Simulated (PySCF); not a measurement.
Consider `F[SiH3]` (FH3Si). Optimised structure (Å), atoms numbered from 1:
```
F     1.5709   -0.0498   -0.2307
Si   -0.0501    0.0028    0.0004
H    -0.4930    1.4087   -0.2020
H    -0.3292   -0.4501    1.3900
H    -0.6812   -0.9057   -0.9945
```

These are calculated values, B3LYP-D3(BJ)/ma-def2-TZVP in PySCF (grid level 2) at geometries from PBE0-D3(BJ)/ma-def2-SVP. Zero-point and thermal terms (298.15 K, 1 bar) come from unscaled PBE0-D3(BJ)/ma-def2-SVP harmonic frequencies, with soft modes damped to free rotors in the entropy.

(1) What are the vertical and the adiabatic ionisation energy for forming the radical cation?

(2) Where does the unpaired spin of the relaxed radical cation sit?

(3) How far is −ε(HOMO) from the vertical value by ΔSCF?

Results:

(1) 12.53 eV vertical and 11.59 eV adiabatic, the latter with zero-point energy.

(2) H (on Si2) 0.36, H (on Si2) 0.35, Si2 (silicon) 0.25 (intrinsic atomic orbital populations).

(3) −ε(HOMO) = 9.65 eV, which is 2.88 eV below the ΔSCF value.
